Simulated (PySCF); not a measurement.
## Worked example: correlation energy of CO, singlet

Geometry: MP2(full)/6-31G*, from the G2/97 set.

```xyz
2

O     0.0000    0.0000    0.0000
C     0.0000    0.0000    1.1503
```

Basis 6-31G* (Cartesian d functions); PySCF 2.14.0. Only valence electrons are correlated (noble-gas cores frozen), which leaves 10 electrons in 28 orbitals. Prefix R: restricted or restricted open-shell reference.

Full CI isn't at hand for all of this; RCCSDT(Q) serves as the reference, and is uncertain by about the last step of the cluster series.

```json
{"level": "RHF", "total energy (hartree)": "-112.734479"}
{"level": "RMP2", "total energy (hartree)": "-113.021214"}
{"level": "RCCSD", "total energy (hartree)": "-113.026998"}
{"level": "RCCSD(T)", "total energy (hartree)": "-113.038177"}
{"level": "RCCSDT", "total energy (hartree)": "-113.038745"}
{"level": "RCCSDT(Q)", "total energy (hartree)": "-113.039863"}
```

Problem. What is the correlation energy at RCCSDT(Q), and what share of it do RMP2 and RCCSD recover?

Solution. E(corr) = -113.039863 − (-112.734479) = -0.305384 hartree = -8.310 eV. RMP2: -0.286735 / -0.305384 = 93.89 %. RCCSD: -0.292519 / -0.305384 = 95.79 %.

Problem. By how many kcal/mol does RCCSD(T) miss RCCSDT(Q) (1 hartree = 627.509 kcal/mol), and which steps make up the rest?

Solution. -113.038177 − (-113.039863) = 0.001686 hartree = 1.06 kcal/mol. Steps: RCCSDT − RCCSD(T) = -0.36, RCCSDT(Q) − RCCSDT = -0.70 kcal/mol. Differences between like states or geometries often cancel part of this.
